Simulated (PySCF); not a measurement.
From one molecule to another.

First species: C3H5FS.
SMILES: `C=C(F)SC`

Second species: C₃H₅FS.
InChI=1S/C3H5FS/c1-2-5-3-4/h2H,1,3H2

Levels: PBE0/def2-SVPD for dipole moment, HOMO energy, LUMO energy, HOMO–LUMO gap, static isotropic polarisability and electronic spatial extent ⟨r²⟩ about the centre of nuclear charge; TDDFT PBE0/def2-SVPD for lowest singlet excitation; TDA PBE0/def2-SVPD for lowest triplet excitation (Tamm–Dancoff); GFN2-xTB for rotational constant A and rotational constant C. Geometries: GFN2-xTB. Each structure is a single optimised conformer of the isolated species, non-relativistic unless stated; the electronic structure was computed with PySCF and density fitting.

Dipoles, sizes and rotational constants follow the conformer. The torsions of the flexible species, by atom-mapped SMILES:
- `[CH2:1]=[C:2]([F:3])[S:4][CH3:5]`: C1–C2–S4–C5 180°
- `[CH2:1]=[CH:2][S:3][CH2:4][F:5]`: C1–C2–S3–C4 10°, C2–S3–C4–F5 -74°

Question: Which of the two has the higher HOMO energy, and by how much?

Answer: The first: -6.40 eV against -6.75 eV, a difference of 0.35 eV.

Question: Which of the two has the higher dipole moment, and by how much?

Answer: The second: 1.42 D against 0.89 D, a difference of 0.53 D.

Question: Which of the two has the higher S1 energy, and by how much?

Answer: The second: 5.66 eV against 5.05 eV, a difference of 0.61 eV.

Question: Which of the two has the higher rotational constant A, and by how much?

Answer: The first: 7.025 GHz against 5.612 GHz, a difference of 1.413 GHz.

Question: Which has the higher rotational constant C?

Answer: The second: 2.273 GHz against 2.263 GHz, a difference of 0.010 GHz.

Question: Which of the two has the higher static isotropic polarisability, and by how much?

Answer: The first: 60.5 au against 59.7 au, a difference of 0.8 au.

Question: Which has the higher LUMO energy?

Answer: The first: 0.11 eV against -0.20 eV, a difference of 0.31 eV.

On the first: The polarisability is 8.96 Å³ as a volume (1 au = 0.148185 Å³), or 1.26 au for each of the 48 electrons.

On the second: A dipole of 1.42 D is allowed in C1, and pure rotational transitions are dipole-allowed. In wavenumbers S1 is 45700 cm⁻¹ (1 eV = 8065.54 cm⁻¹).
